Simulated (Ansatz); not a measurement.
**C2H5S radical: how energies converge with the basis set**

One table from this session's results is given with a row withheld; the runs are named, their logs left out.

Method: one geometry, several basis sets; program: Ansatz 0.2.0, Gaussian basis.

The runs, in order: PBE0-D4/def2-SVP; ωB97M-V/def2-SVP; PBE0-D4/def2-QZVPP; ωB97M-V/def2-QZVPP; the functionals' def2-TZVPP values are taken from earlier runs.

## The geometry

The geometry comes from an earlier relaxation with PBE0-D4 in a triple-zeta def2 set; it is a stationary point, not always the lowest conformer.

SMILES `[CH2]SC`, 8 atoms, charge 0, spin multiplicity 2.

Atoms are counted from 1 here; the program's logs count them from 0.

Bond lengths: C1–S2 1.695 Å, C1–H4 1.081 Å, C1–H5 1.080 Å, S2–C3 1.794 Å, C3–H6 1.091 Å, C3–H7 1.090 Å, C3–H8 1.091 Å. Angles: S2–C1–H4 121.4°, S2–C1–H5 117.4°, H4–C1–H5 120.8°, C1–S2–C3 101.6°, S2–C3–H6 110.5°, S2–C3–H7 107.2°, S2–C3–H8 110.5°, H6–C3–H7 109.1°, H6–C3–H8 110.1°, H7–C3–H8 109.3°.

Set-up of the first run:

Input file in.yaml:

```yaml
crystal:
  periodic: [false, false, false]
  atoms:
    - {symbol: C, position_ang: [-0.766691, 1.107137, -0.688234]}
    - {symbol: S, position_ang: [0.844292, 0.622167, -0.483127]}
    - {symbol: C, position_ang: [0.650112, -0.872708, 0.489324]}
    - {symbol: H, position_ang: [-1.572498, 0.620632, -0.157686]}
    - {symbol: H, position_ang: [-0.947557, 1.994658, -1.276152]}
    - {symbol: H, position_ang: [0.157482, -0.650834, 1.436980]}
    - {symbol: H, position_ang: [1.649012, -1.260545, 0.687952]}
    - {symbol: H, position_ang: [0.077847, -1.617607, -0.064758]}
basis:
  gaussian: {orbitals: def2-SVP}
magnetization: {spin_polarized: true, initial_magnetization: 1}
hamiltonian: {xc: pbe0, dispersion: d4}
output: {orbitals: {seedname: orbitals}}
```

Among the steps run: PBE0-D4 in def2-SVP; ωB97M-V in def2-SVP; PBE0-D4 in def2-QZVPP; ωB97M-V in def2-QZVPP.

One table of the session follows, with a row left open; its other results are not shown here.

It belongs to the step «Density functionals: the series». 

```
functional       basis  HOMO (eV)
   PBE0-D4    def2-SVP      -4.78
   PBE0-D4  def2-TZVPP      -4.91
   PBE0-D4  def2-QZVPP      -4.94
   ωB97M-V    def2-SVP          ?
   ωB97M-V  def2-TZVPP      -6.91
   ωB97M-V  def2-QZVPP      -6.95
```

**Question.** Estimate the row for ωB97M-V, def2-SVP.

The run gave: HOMO (eV): -6.79. In the column «HOMO (eV)» it lies between ωB97M-V, def2-TZVPP (-6.91) and PBE0-D4, def2-QZVPP (-4.94).
